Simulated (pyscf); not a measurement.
# Four-centre exchange: HO–SiH₃ + HO–SiH₃ → HO–SiH₂–OH + SiH₄

Gas phase, singlet surface, charge 0. Bonds broken: O1–Si2, Si8–H10. Bonds formed: O1–Si8, Si2–H10. Optimised with ωB97X-D3(BJ)/def2-SVP in PySCF.

Transition state (Å):

```xyz
12

O     -0.7886    -0.7002     0.8905
Si    -2.1734    -0.1391    -0.1327
H     -0.7694    -1.4903     1.4536
H     -2.0758    -0.3032    -1.6098
H     -2.9950    -1.3384     0.2916
H     -2.9848     1.0153     0.3445
O      1.4969     0.7244    -0.5918
Si     0.4968     0.6115     0.7398
H      1.0984     1.1711    -1.3470
H     -0.8346     1.0071    -0.2776
H      0.1620     1.8167     1.5531
H      1.4172    -0.1746     1.6290
```

One imaginary mode, 130i cm⁻¹; descent along it reached the two sides named.

```csv
bond,change,reactant side (Å),saddle,product side
O1–Si2,breaks,1.678,1.811,4.1
Si8–H10,breaks,1.497,1.722,4.0
O1–Si8,forms,2.8,1.843,1.658
Si2–H10,forms,3.1,1.768,1.495
```

Electronic energies relative to the separated reactants (eV):

```tsv
level	barrier	reaction energy	reverse barrier
ωB97X-D3(BJ)/def2-TZVP	0.81	-0.33	1.14
PBE/def2-TZVP	0.78	-0.34	1.12
r²SCAN/def2-TZVP	0.79	-0.35	1.13
B3LYP-D3(BJ)/def2-TZVP	0.92	-0.33	1.25
PBE0-D3(BJ)/def2-TZVP	0.75	-0.34	1.09
M06-2X/def2-TZVP	0.91	-0.33	1.23
ωB97M-D3(BJ)/def2-TZVP	0.88	-0.34	1.22
HF/def2-TZVP	1.64	-0.29	1.93
```

With ωB97M-D3(BJ)/def2-TZVP energies and thermal terms (ideal gas, 1 atm, RRHO with modes under 100 cm⁻¹ raised to 100, one conformer, R ln 2 for chiral ones without a mode under 150 cm⁻¹), in eV:

```csv
T (K),ΔH‡,ΔG‡,ΔH,ΔG
298,0.94,1.50,-0.34,-0.26
600,0.93,2.08,-0.34,-0.17
900,0.95,2.65,-0.34,-0.09
1200,0.97,3.21,-0.34,-0.01
```

One saddle was located; it need not be the lowest between these sides.
